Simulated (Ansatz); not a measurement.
**Which is lower?**

Two relaxed structures of B₂SiH₆, closed shell (PBE0-D4/def2-TZVP; forces vanish, vibrations not checked).

A:

B1  (-1.014, 0.492, -1.146)
Si2  (0.682, 0.496, -0.071)
B3  (0.315, -1.000, 1.218)
H4  (-1.126, -0.203, -2.112)
H5  (-1.961, 1.134, -0.801)
H6  (0.882, 1.794, 0.635)
H7  (1.872, 0.209, -0.921)
H8  (0.590, -2.129, 0.941)
H9  (-0.241, -0.793, 2.256)
(Å)

B:

B1  (-0.155, 0.207, -1.742)
Si2  (0.123, 0.436, 0.201)
B3  (0.624, -1.002, 1.350)
H4  (-1.034, 0.798, -2.297)
H5  (0.482, -0.587, -2.365)
H6  (0.306, 1.830, 0.687)
H7  (1.556, -0.286, 0.603)
H8  (0.630, -2.107, 0.901)
H9  (0.831, -0.770, 2.502)
(Å)

Ansatz 0.2.0; basis: def2-TZVPP; cores frozen in the correlated methods. B3LYP uses VWN-RPA correlation.

Q: Which structure is lower at CCSD(T), and by how much? (Judge from chemistry; the value comes from the calculation.)

A: Computed: A, by 0.045 eV (electronic energy, against the other); a gap this small isn't resolved in one triple-zeta basis. By their contacts, A is B₂SiH₆ ([BH2][SiH2][BH2]) and B is B₂SiH₆ ([BH2][SiH]1[H][BH2]1).

Q: Do the other methods give the same order? (A judgement: the text doesn't fix the answer.)

A: The calculation gives: Not all: PBE-D4, r2SCAN-D4, PBE0-D4, wB97M-V, MP2 give the other order.

```tsv
method	E(B) − E(A) (eV)
PBE-D4	-0.177
r2SCAN-D4	-0.080
PBE0-D4	-0.071
B3LYP-D4	0.038
wB97M-V	-0.008
HF	0.516
MP2	-0.002
CCSD	0.121
CCSD(T)	0.045
```

The T1 diagnostic stays at or below 0.016.

Labels in which every atom is bracketed show which atoms are joined, not bond orders.

For scale, one of the runs: CCSD(T)/def2-TZVPP, 188 basis functions, launched by `ansatz run in.yaml --threads 2 --pin off --events-out ev --progress --plain --max-ram 4352MiB`. Hardware: 2 CPU threads of an Arm Neoverse V2, shared host. Wall time 29 s; peak host memory 1.9 GiB.
